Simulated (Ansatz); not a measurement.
Geometry optimisation, UKS r2SCAN-D4/6-31G* (Ansatz).

Input file:

```yaml
crystal:
  periodic: [false, false, false]
  atoms:
    - { symbol: C, position_ang: [-0.3125, 0.3882, -0.1553] }
    - { symbol: S, position_ang: [-0.0344, -0.8386, 1.0768] }
    - { symbol: S, position_ang: [-1.58946, -0.44032, 2.3421] }
    - { symbol: H, position_ang: [-1.1812, 1.0029, 0.1183] }
    - { symbol: H, position_ang: [0.4764, 1.1286, -0.2564] }
    - { symbol: H, position_ang: [-0.5413, -0.0034, -1.148] }
magnetization:
  spin_polarized: true
  initial_magnetization: 1
basis:
  gaussian: { orbitals: "6-31G*" }
hamiltonian:
  xc: r2scan
  dispersion: d4
relax:
  f_tol: 0.015
  max_steps: 40
```

Launched with:

```bash
$ ansatz run input.yaml --threads 1 --pin off --max-ram 2048MiB --backend cpu --events-out ev --progress --plain --runs-dir out
```

Question: Where does it end, and by what steps?

Answer: The run converged. After 14 steps the energy has fallen by 0.249 eV; S3 moved furthest, 0.61 Å.

```json
{"step": "0", "energy less start (eV)": "0.0000", "largest force component (eV/Å)": "1.694", "accepted": "yes"}
{"step": "1", "energy less start (eV)": "-0.1464", "largest force component (eV/Å)": "1.100", "accepted": "yes"}
{"step": "2", "energy less start (eV)": "-0.1817", "largest force component (eV/Å)": "0.793", "accepted": "yes"}
{"step": "3", "energy less start (eV)": "-0.2049", "largest force component (eV/Å)": "0.088", "accepted": "yes"}
{"step": "4", "energy less start (eV)": "-0.2054", "largest force component (eV/Å)": "0.038", "accepted": "yes"}
{"step": "5", "energy less start (eV)": "-0.2056", "largest force component (eV/Å)": "0.016", "accepted": "yes"}
{"step": "6", "energy less start (eV)": "-0.2063", "largest force component (eV/Å)": "0.129", "accepted": "yes"}
{"step": "7", "energy less start (eV)": "-0.2070", "largest force component (eV/Å)": "0.251", "accepted": "yes"}
{"step": "8", "energy less start (eV)": "-0.2104", "largest force component (eV/Å)": "0.374", "accepted": "yes"}
{"step": "9", "energy less start (eV)": "-0.2352", "largest force component (eV/Å)": "0.074", "accepted": "yes"}
{"step": "10", "energy less start (eV)": "-0.2260", "largest force component (eV/Å)": "0.344", "accepted": "no"}
{"step": "11", "energy less start (eV)": "-0.2442", "largest force component (eV/Å)": "0.039", "accepted": "yes"}
{"step": "12", "energy less start (eV)": "-0.2481", "largest force component (eV/Å)": "0.067", "accepted": "yes"}
{"step": "13", "energy less start (eV)": "-0.2468", "largest force component (eV/Å)": "0.263", "accepted": "no"}
{"step": "14", "energy less start (eV)": "-0.2488", "largest force component (eV/Å)": "0.008", "accepted": "yes"}
```

```xyz
6
Properties=species:S:1:pos:R:3
C -0.336 0.520 -0.156
S 0.043 -0.375 1.394
S -1.693 -0.993 2.112
H -1.004 1.359 0.057
H 0.615 0.887 -0.556
H -0.806 -0.160 -0.872
```

Run time: 83 s on 1 thread of Arm Neoverse V1, on a shared host, peak memory 0.17 GiB.
